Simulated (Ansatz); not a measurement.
A made-up structure of CH$_{3}$O, doublet:

```
5
angstrom
C 0.0069 0.0482 0.0127
O 0.8237 -0.6577 -0.1998
H -0.9803 -0.5964 -0.1308
H 0.0472 0.8563 -0.7892
H 0.1024 0.3495 1.1071
```

It is relaxed with PBE-D4/def2-SVP and then PBE0-D4/def2-TZVP (Ansatz 0.2.0). Atoms count as bonded within 1.22 times the sum of their covalent radii (H–H: 0.88 Å). The end point is not checked to be a true minimum.

Task: Does its bonding change? (A judgement: the text doesn't fix the answer.)

Result: Computed: No: no bond forms or breaks.

Where it ends: The first stage lowers the energy by 2.48 eV in 7 steps. It ends as CH₃O ([CH3][O]):
```
atom    x (Å)    y (Å)    z (Å)
  C1  -0.0005   0.0519   0.0139
  O2   0.9830  -0.8411  -0.2534
  H3  -0.9476  -0.5102  -0.1087
  H4  -0.0430   0.8844  -0.7038
  H5   0.0082   0.4151   1.0521
```

Labels in which every atom is bracketed show which atoms are joined, not bond orders.

For scale, one of the runs: PBE0-D4/def2-TZVP relaxation, 80 basis functions, launched by `ansatz run in.yaml --threads 2 --pin off --events-out ev --progress --plain --max-ram 4352MiB`. The run took about 6.5 s on 2 CPU threads of an Intel Xeon 6975P-C (shared host).
